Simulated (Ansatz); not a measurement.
# CCl₄: small, medium and large basis sets

The task here is to estimate one member of a computed series from the others.

Program: Ansatz 0.2.0, Gaussian basis. Level of theory: one geometry, several basis sets. These are calculated values, not measurements.

Plan: PBE0-D4/def2-SVP; ωB97M-V/def2-SVP; PBE0-D4/def2-QZVPP; ωB97M-V/def2-QZVPP; CCSD(T)/cc-pV(D+d)Z; CCSD(T)/cc-pV(T+d)Z; CCSD(T)/cc-pV(Q+d)Z; the functionals' def2-TZVPP values are taken from earlier runs.

## The relaxed structure

All runs share one geometry, relaxed beforehand with PBE0-D4 in a triple-zeta def2 set.

5 atoms, charge 0, spin multiplicity 1.

Atoms are counted from 1 here; the program's logs count them from 0.

Bond lengths: C1–Cl2 1.763 Å, C1–Cl3 1.763 Å, C1–Cl4 1.763 Å, C1–Cl5 1.763 Å. Angles: Cl2–C1–Cl3 109.5°, Cl2–C1–Cl4 109.5°, Cl2–C1–Cl5 109.5°, Cl3–C1–Cl4 109.5°, Cl3–C1–Cl5 109.5°, Cl4–C1–Cl5 109.5°.

The first run:

The input, in.yaml:

```yaml
crystal:
  periodic: [false, false, false]
  atoms:
    - {symbol: C, position_ang: [0.000000, 0.000000, -0.000000]}
    - {symbol: Cl, position_ang: [1.017783, 1.017783, 1.017783]}
    - {symbol: Cl, position_ang: [-1.017783, -1.017783, 1.017783]}
    - {symbol: Cl, position_ang: [-1.017783, 1.017783, -1.017783]}
    - {symbol: Cl, position_ang: [1.017783, -1.017783, -1.017783]}
basis:
  gaussian: {orbitals: def2-SVP}
hamiltonian: {xc: pbe0, dispersion: d4}
output: {orbitals: {seedname: orbitals}}
```

Launch:

```sh
> ansatz run in.yaml --threads 2 --pin off --events-out ev --progress --plain --max-ram 32768MiB --backend cpu
```

Among the steps run: PBE0-D4 in def2-SVP; ωB97M-V in def2-SVP; PBE0-D4 in def2-QZVPP; ωB97M-V in def2-QZVPP.

One table of the session follows, with a row left open; its other results are not shown here.

It belongs to the step «Density functionals: the series». 

| functional | basis | HOMO (eV) |
| --- | --- | --- |
| PBE0-D4 | def2-SVP | -8.93 |
| PBE0-D4 | def2-TZVPP | -9.06 |
| PBE0-D4 | def2-QZVPP | -9.10 |
| ωB97M-V | def2-SVP | -11.13 |
| ωB97M-V | def2-TZVPP | ? |
| ωB97M-V | def2-QZVPP | -11.37 |

Q: Estimate the row for ωB97M-V, def2-TZVPP from the others.

As computed: HOMO (eV): -11.32. In the column «HOMO (eV)» it lies between ωB97M-V, def2-QZVPP (-11.37) and ωB97M-V, def2-SVP (-11.13).
